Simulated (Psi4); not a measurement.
# UPBE/def2-TZVP (Cholesky decomposition, cholesky tolerance 0.001, sweep point 6) run of SiNH3 (SMILES [N][SiH3])

Aim: the vertical electron affinity of SiNH3 at UPBE/def2-TZVP (Cholesky decomposition, cholesky tolerance 0.001, sweep point 6), from 2 runs. 

The results are computed with Psi4 1.11.

## 1. The molecule

SiNH3 has 5 atoms, charge 0, and is taken as a triplet. SMILES: `[N][SiH3]`. The coordinates come from a GFN2-xTB relaxation.

Bond lengths: N1–Si2 1.655 Å, Si2–H3 1.476 Å, Si2–H4 1.476 Å, Si2–H5 1.476 Å. Angles: N1–Si2–H3 111.3°, N1–Si2–H4 111.1°, N1–Si2–H5 111.1°, H3–Si2–H4 107.7°, H3–Si2–H5 107.7°, H4–Si2–H5 107.7°.

## 2. A single-point energy at UPBE/def2-TZVP (Cholesky decomposition, cholesky tolerance 0.001, sweep point 6)

Input file h3nsi.in:

```
memory 1.6 GB

molecule molecule1 {
  0 3
  N     -2.90380985     0.63179214     0.90614257
  Si     0.01935080    -0.00442196    -0.00721875
  H      0.12273771    -0.59186222    -2.73139124
  H      1.04898697    -2.19771369     1.37422774
  H      1.71273438     2.16220573     0.45823969
  units bohr
  symmetry c1
}

set reference uks
set puream true
set scf_type cd
set dft_radial_points 99
set dft_spherical_points 590
set cholesky_tolerance 0.001
set maxiter 150

energy("pbe/def2-TZVP")
```

Command:

```
$ psi4 -i h3nsi.in -o h3nsi.out -n 1
```

h3nsi.out, cut to the lines that bear on the results:

```text
[...]
  Running in c1 symmetry.
[...]
  Nuclear repulsion =   51.355040895474829
[...]
  Multiplicity = 3
[...]
  Nalpha       = 13
  Nbeta        = 11
[...]
    Number of basis functions: 86
[...]
   @UKS iter   1:  -345.54834607133131   -2.65956e-01   7.06036e-03 ADIIS/DIIS
[...]
   @UKS iter   9:  -345.72242996898763   -2.93123e-08   2.66474e-07 DIIS
[...]
   @S^2 Observed:                2.005705274E+00
[...]
    Orbital Energies [Eh]
    ---------------------
    Alpha Occupied:
       1A    -65.404453     2A    -14.040731     3A     -5.058247
       4A     -3.467589     5A     -3.467368     6A     -3.467361
       7A     -0.759735     8A     -0.479373     9A     -0.355303
      10A     -0.355288    11A     -0.298921    12A     -0.275213
      13A     -0.275142
    Alpha Virtual:
      14A     -0.019072    15A      0.025929    16A      0.026090
      17A      0.039139    18A      0.130348    19A      0.130362
      20A      0.171324    21A      0.194997    22A      0.195285
      23A      0.212453    24A      0.257873    25A      0.257947
[...]
  @UKS Final Energy:  -345.72242996898763
   => Energetics <=
    Nuclear Repulsion Energy =             51.3550408954748292
    One-Electron Energy =                -579.1290485322499535
    Two-Electron Energy =                 210.7199800902297966
    DFT Exchange-Correlation Energy =     -28.6684024224423482
    Empirical Dispersion Energy =           0.0000000000000000
    VV10 Nonlocal Energy =                  0.0000000000000000
    Total Energy =                       -345.7224299689876261
[...]
 Multipole Moments:
 ------------------------------------------------------------------------------------
     Multipole            Electronic (a.u.)      Nuclear  (a.u.)        Total (a.u.)
 ------------------------------------------------------------------------------------
 L = 1.  Multiply by 2.5417464519 to convert [e a0] to [Debye]
 Dipole X            :         -2.0627094            2.6745596            0.6118502
 Dipole Y            :          0.4482485           -0.5816206           -0.1333722
 Dipole Z            :          0.6412149           -0.8329727           -0.1917578
 Magnitude           :                                                    0.6549197
[...]
```

Run time: 17 s. Hardware: 1 thread of Intel Xeon Platinum 8259CL at 2.50GHz (Skylake/Cascade Lake), shared host; peak memory 0.86 GiB.

## 3. The doublet anion

Input file job.inp:

```
memory 1.6 GB

molecule {
  -1 2
  N     -2.90380985     0.63179214     0.90614257
  Si     0.01935080    -0.00442196    -0.00721875
  H      0.12273771    -0.59186222    -2.73139124
  H      1.04898697    -2.19771369     1.37422774
  H      1.71273438     2.16220573     0.45823969
  units au
  symmetry c1
}

set {
  basis                def2-TZVP
  reference            uks
  puream               true
  scf_type             cd
  dft_radial_points    99
  dft_spherical_points 590
  cholesky_tolerance   0.001
  maxiter              150
}

e_tot = energy("pbe")
```

Command:

```
$ psi4 -i job.inp -o job.out -n 1
```

job.out, cut to the lines that bear on the results:

```text
[...]
  Running in c1 symmetry.
[...]
  Nuclear repulsion =   51.355040895474829
[...]
  Multiplicity = 2
[...]
  Nalpha       = 13
  Nbeta        = 12
[...]
    Number of basis functions: 86
[...]
   @UKS iter   1:  -345.29835401623023   -1.59637e-02   1.12434e-02 ADIIS/DIIS
[...]
   @UKS iter  10:  -345.77633850078433   -1.12320e-07   9.65486e-07 DIIS
[...]
   @S^2 Observed:                7.530925932E-01
[...]
    Orbital Energies [Eh]
    ---------------------
    Alpha Occupied:
       1A    -65.156408     2A    -13.697898     3A     -4.806531
       4A     -3.217475     5A     -3.216143     6A     -3.214207
       7A     -0.428955     8A     -0.235080     9A     -0.114411
      10A     -0.102536    11A     -0.001510    12A      0.016119
      13A      0.060066
    Alpha Virtual:
      14A      0.189300    15A      0.230780    16A      0.236082
      17A      0.241501    18A      0.319481    19A      0.325237
      20A      0.381728    21A      0.424913    22A      0.427544
      23A      0.431169    24A      0.465097    25A      0.476981
[...]
  @UKS Final Energy:  -345.77633850078433
   => Energetics <=
    Nuclear Repulsion Energy =             51.3550408954748292
    One-Electron Energy =                -585.5761800122061231
    Two-Electron Energy =                 217.3571602043657265
    DFT Exchange-Correlation Energy =     -28.9123595884188411
    Empirical Dispersion Energy =           0.0000000000000000
    VV10 Nonlocal Energy =                  0.0000000000000000
    Total Energy =                       -345.7763385007843340
[...]
 Multipole Moments:
 ------------------------------------------------------------------------------------
     Multipole            Electronic (a.u.)      Nuclear  (a.u.)        Total (a.u.)
 ------------------------------------------------------------------------------------
 L = 1.  Multiply by 2.5417464519 to convert [e a0] to [Debye]
 Dipole X            :         -1.7091700            2.6745596            0.9653895
 Dipole Y            :          0.3779272           -0.5816206           -0.2036934
 Dipole Z            :          0.5764788           -0.8329727           -0.2564939
 Magnitude           :                                                    1.0194396
[...]
```

Run time: 19 s. Hardware: 1 thread of Intel Xeon Platinum 8259CL at 2.50GHz (Skylake/Cascade Lake), shared host; peak memory 0.86 GiB.

## 4. Outcome

At UPBE/def2-TZVP (Cholesky decomposition, cholesky tolerance 0.001, sweep point 6):

| quantity | value |
| --- | --- |
| triplet SiNH3: total energy | -345.72243 Eh |
| triplet SiNH3: dipole moment | 1.66 D |
| triplet SiNH3: HOMO energy (highest over α and β) | -7.26 eV |
| triplet SiNH3: LUMO energy (lowest over α and β) | -4.92 eV |
| triplet SiNH3: ⟨S²⟩ | 2.006 |
| doublet anion: total energy | -345.77634 Eh |
| doublet anion: HOMO energy (highest over α and β) | 2.02 eV |
| doublet anion: LUMO energy (lowest over α and β) | 2.57 eV |
| doublet anion: ⟨S²⟩ | 0.753 |
| vertical electron affinity (to the doublet anion) | 1.467 eV |

What this shows: At fixed nuclei the extra electron is bound by 1.47 eV (142 kJ/mol). The basis has no diffuse functions, so the error can be as large as this value. The HOMO (doublet anion) lies at positive energy, 2.02 eV, as semi-local functionals often give for anions; only total energies tell whether the electron is bound.
